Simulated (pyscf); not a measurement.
**Elimination: `[BH2][AsH][SiH3]` -> `[BH2][As]=[SiH2]` + `[H][H]`**

Gas phase, singlet surface, charge 0. Bonds broken: As1–H3, H4–Si7. Bonds formed: H3–H4. Structures and frequencies: ωB97X-D3(BJ)/def2-SVP in PySCF.

Transition state (Å):

```xyz
9

As    -1.6226    -0.0397     0.2312
B     -0.1462     0.2252     1.4802
H     -0.0596    -1.3788    -0.2946
H      0.6851    -1.5739    -0.9107
H     -0.4083     0.4228     2.6440
H      1.0270     0.1656     1.1641
Si    -0.0880    -0.1908    -1.4712
H     -0.4647    -0.8288    -2.7593
H      1.1305     0.6465    -1.6169
```

One imaginary mode, 1074i cm⁻¹; descent along it reached the two sides named.

```json
[
 {"bond": "As1–H3", "change": "breaks", "reactant side (Å)": "1.513", "saddle": "2.124", "product side": "4.1"},
 {"bond": "H4–Si7", "change": "breaks", "reactant side (Å)": "1.491", "saddle": "1.681", "product side": "3.1"},
 {"bond": "H3–H4", "change": "forms", "reactant side (Å)": "3.4", "saddle": "0.986", "product side": "0.761"}
]
```

Electronic energies relative to the reactant's lowest minimum found (kcal/mol):

| level | barrier | reaction energy | reverse barrier |
|---|---|---|---|
| ωB97X-D3(BJ)/def2-TZVP | 57.0 | +35.7 | 21.3 |
| PBE/def2-TZVP | 45.3 | +29.4 | 15.9 |
| r²SCAN/def2-TZVP | 49.3 | +32.4 | 16.9 |
| B3LYP-D3(BJ)/def2-TZVP | 52.8 | +31.2 | 21.6 |
| PBE0-D3(BJ)/def2-TZVP | 50.1 | +33.9 | 16.2 |
| M06-2X/def2-TZVP | 52.1 | +30.9 | 21.2 |
| ωB97M-D3(BJ)/def2-TZVP | 54.0 | +33.6 | 20.3 |
| HF/def2-TZVP | 71.7 | +38.3 | 33.4 |

With ωB97M-D3(BJ)/def2-TZVP energies and thermal terms (ideal gas, 1 atm, RRHO with modes under 100 cm⁻¹ raised to 100, one conformer, R ln 2 for chiral ones without a mode under 150 cm⁻¹), in kcal/mol:

| T (K) | ΔH‡ | ΔG‡ | ΔH | ΔG |
|---|---|---|---|---|
| 298 | 52.1 | 52.7 | +31.0 | +22.8 |
| 600 | 51.6 | 53.6 | +31.5 | +14.2 |
| 900 | 51.1 | 54.7 | +31.3 | +5.6 |
| 1200 | 50.7 | 56.0 | +30.7 | -2.9 |

At the saddle there is also a short H–Si contact that neither side keeps. This saddle turned up in a search for another step; its sides and bond changes are read from the two ends of the descent. One saddle was located; it need not be the lowest between these sides. Elements up to Kr have no core potential and no relativistic terms here.
